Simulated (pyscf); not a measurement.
`[O]=[Mo](=[O])([OH])[Cl]` + `[H][H]` → `[O]=[MoH](=[O])[OH]` + `[ClH]` (four-centre exchange; singlet surface; Cl–Mo, H–H broken, H–Mo, Cl–H formed). Optimised with ωB97X-D3(BJ)/def2-SVP in PySCF. Rate constants from transition-state theory, ωB97M-D3(BJ)/def2-TZVP energies (ideal gas, 1 atm, RRHO with modes under 100 cm⁻¹ raised to 100, one conformer, R ln 2 for chiral ones without a mode under 150 cm⁻¹; no tunnelling), k in cm³ molecule⁻¹ s⁻¹.

```json
[
 {"T (K)": "298", "1000/T": "3.354", "log10 k": "-41.27"},
 {"T (K)": "600", "1000/T": "1.667", "log10 k": "-26.61"},
 {"T (K)": "900", "1000/T": "1.111", "log10 k": "-21.70"},
 {"T (K)": "1200", "1000/T": "0.833", "log10 k": "?"}
]
```

Problem. Fit an Arrhenius line to the three values, give the activation energy, and predict k at 1200 K.

Solution. Least squares gives log10 k = -12.04 − 8.72 × 1000/T, so Ea = 8.72 × ln 10 × 1.987 = 39.9 kcal/mol, against an electronic barrier of 38.4. At 1200 K the line gives -19.31; the computed value is -19.17 (ΔG‡ = 75.7 kcal/mol), a factor 1.4 over the line, since the plot is curved. On the product side the descent ends in a complex (not fully relaxed), 5.1 kcal/mol under the separated species and 14.6 kcal/mol under the saddle at ωB97X-D3(BJ)/def2-TZVP. This is the saddle that the search found; another between the same sides may lie lower. Elements past Kr carry the def2 core potentials, without spin-orbit coupling.
